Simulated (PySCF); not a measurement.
C4H6FS (doublet state).
SMILES with atom numbers: `[CH3:1][S:2][C:3]1[CH2:4][C@H:5]1[F:6]` (hydrogens: H7, H8, H9 on C1; H10, H11 on C4; H12 on C5)

Geometry (GFN2-xTB, Å), atoms numbered from 1 in this order:
```xyz
12
C4H6FS angstrom
C      2.113    0.151   -0.268
S      0.910    1.300    0.468
C     -0.337    0.191    0.838
C     -1.801    0.365    0.723
C     -1.083   -0.724   -0.036
F     -0.989   -0.615   -1.404
H      1.678   -0.295   -1.158
H      2.365   -0.613    0.460
H      2.990    0.733   -0.528
H     -2.433    0.067    1.548
H     -2.191    1.206    0.162
H     -1.220   -1.767    0.227
```

The hyperfine couplings belong to this conformer and change with its torsions.

Computed with UKS B3LYP, pcH-1 on C F H S, non-relativistic, mean-field spin-orbit, GIAO (PySCF 2.14.0). Isolated species at its GFN2-xTB geometry (one conformer only). The geometry wasn't refined by DFT: couplings that depend on bond lengths, twists or pyramidal angles can differ widely from those at the functional's own minimum. The SCF solution wasn't tested for stability.

Q: Give the principal g shifts and their parts.

A: 
```csv
Δg (ppt),1,2,3
relativistic mass correction,-0.18,-0.18,-0.18
gauge correction,0.01,0.03,0.03
orbital Zeeman/spin–orbit,-0.15,2.59,6.46
total,-0.32,2.44,6.31
```

So g = 2.00200, 2.00476, 2.00863 and g_iso = 2.00513; the tensor is rhombic: the two nearest values differ by 42 % of g3 − g1. Axes: g3 points within 15° of the C1–S2 bond.

Q: What effective moment and Curie constant follow for a powder?

A: With the mean of g² = 4.0205 and S(S+1) = 0.75: μ_eff = √(⟨g²⟩S(S+1)) = 1.736 μB and χT = 0.12505·⟨g²⟩·S(S+1) = 0.377 cm³ K/mol (cgs; spin-Hamiltonian part alone).

Q: At 33.855 GHz, how far is the centre of the isotropic spectrum from where a free electron (g = 2.002319) resonates?

A: B = hν/(g μB) with μB/h = 13.99624 MHz/mT gives 1208.03 mT for the free electron and 1206.34 mT at g_iso, 1.69 mT lower.

Q: In a frozen sample, at which fields do the three g values resonate at 9.5, 34, 94 and 263 GHz (hyperfine left aside), and which band first spreads them over more than twice a line width of 1.0 mT?

A: 
```csv
band,GHz,B(g3) mT,B(g2) mT,B(g1) mT,spread mT
X,9.5,337.92,338.57,339.04,1.12
Q,34.0,1209.39,1211.73,1213.40,4.00
W,94.0,3343.62,3350.07,3354.69,11.07
J,263.0,9355.03,9373.08,9385.99,30.97
```

The spread grows in proportion to the frequency. Q band is the first where it exceeds 2.0 mT.

The largest Mulliken spin populations are on C3 (+0.70) and S2 (+0.21). The angles at C3 add up to 320.8°, so it is pyramidal.

The HOMO–LUMO gaps are 5.66 eV among the α and 5.11 eV among the β orbitals.

Hardware: one thread of an Arm Neoverse V1, shared host with 32 logical CPUs at a one-minute load of 14. Cost: 40 s wall (with the writing of density and orbital grids), 0.84 GiB resident at most.
